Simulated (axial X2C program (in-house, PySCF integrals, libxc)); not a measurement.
**Levels of LiAl⁺ by electron attachment to LiAl²⁺ (EOM-EA-CCSD)**

Calculated with an in-house all-electron X2C program for linear molecules (integrals from PySCF): two-component X2C with atomic mean-field Coulomb and Gaunt terms, Gaussian nuclei, basis Al dyall-av3z, Li dyall-acv3z with contracted cores.

R = 3.308 Å (1.090 times 3.035 Å, the PBE0 minimum at charge 1 for the lowest determinant).

Levels of LiAl⁺ obtained by attaching an electron to LiAl²⁺:

| Ω | binding energy (eV) | above lowest (cm⁻¹) | attached spinor | one-particle weight |
| --- | --- | --- | --- | --- |
| 1/2 | 11.075 | 0 | 68% Al pσ, 16% Li sσ, 9% Li pσ | 0.96 |
| 1/2 | 10.141 | 7527 | 88% Al pπ, 6% Li pπ | 0.95 |
| 3/2 | 10.133 | 7598 | 88% Al pπ, 6% Li pπ | 0.95 |
| 1/2 | 8.092 | 24052 | 55% Li sσ, 16% Al pσ, 9% Li pσ | 0.96 |
| 1/2 | 7.123 | 31873 | 67% Li pπ, 23% Al dπ, 7% Al pπ | 0.91 |
| 3/2 | 7.122 | 31883 | 67% Li pπ, 23% Al dπ, 7% Al pπ | 0.91 |

Q: What is the splitting of the first π pair in the table, and is it regular or inverted?

A: E(3/2) − E(1/2) = 7598 − 7527 = 71 cm⁻¹ at EOM-EA-CCSD: regular, Ω = 1/2 lower. Splittings at this level can be off by ten to twenty per cent.

This point took 1.3 s on 1 thread of AMD EPYC 9R14 (Zen 4), with other jobs on the host.

Reference electrons by ω block (each with its −ω partner): 1/2: 6, 3/2: 1. 2 electrons of LiAl²⁺ correlated (inner shells frozen), 92 natural virtual spinors (a truncated set); levels can be off by some tenths of an eV. Roots sought by Ω: (1/2: 5, 3/2: 4, 5/2: 2, 7/2: 1); rows need 60 % one-particle weight and stop where some Ω has no more roots. Missing are any skipped roots, higher Ω and states of a further excitation; these come out far too high here and may in truth be low or lowest. T1 of the reference 0.010 (Lee–Taylor). The reference was not checked to be the lowest state of its species. Number of frozen shells: Al 2 s, 1 p; Li 1 s.
